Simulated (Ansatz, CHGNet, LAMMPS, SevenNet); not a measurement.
**How well does each level of theory give the elastic constant C11 of hcp Mg?**

Reference value: 63.5 GPa (measured, 0 K, extrapolated to 0 K; zero-point effects included; as tabulated in Ibrahim et al. (2023), arXiv:2305.03577).

```
level (code)                         value (GPa)  cell (Å³/atom)  difference (%)
-----------------------------------  -----------  --------------  --------------
Lennard-Jones jacobson2022 (LAMMPS)          149           22.97            +135
CHGNet-r²SCAN                               41.7           22.47             -34
SevenNet-0                                  50.1           22.96             -21
LDA (Ansatz)                                70.7           21.61           +11.3
PBE (Ansatz)                                64.3           22.95            +1.3
PBEsol (Ansatz)                             67.0           22.51            +5.5
r²SCAN (Ansatz)                             72.2           22.57           +13.7
```

Once the reference is moved by up to 5.0 % (a margin picked here for doubts on the reference and the settings, and for temperature and zero-point motion) and values within 1.7 % count as equal, the nearest can be PBE (+1.3 %) or PBEsol (+5.5 %). Farthest off among them: Lennard-Jones jacobson2022 (+135 %).

The reference isn't brought to a static lattice, while the calculations are for one, so the differences are not the levels' errors alone.  Each level is taken at its own relaxed cell. Cutoffs differ between the levels. Ansatz's density-functional and Hartree–Fock values are scalar-relativistic unless marked +SOC, with PAW data made under PBE.

Empirical potentials (Lennard-Jones jacobson2022) are fitted to chosen data: where that held the value shown, agreement is built in, and what lay outside the fit can be far off. Machine-learned potentials (CHGNet-r²SCAN, SevenNet-0) are trained on DFT data: a solid inside that data is no test of them.

Differences are worked out from the printed values.

Ansatz is a program for electronic structure.
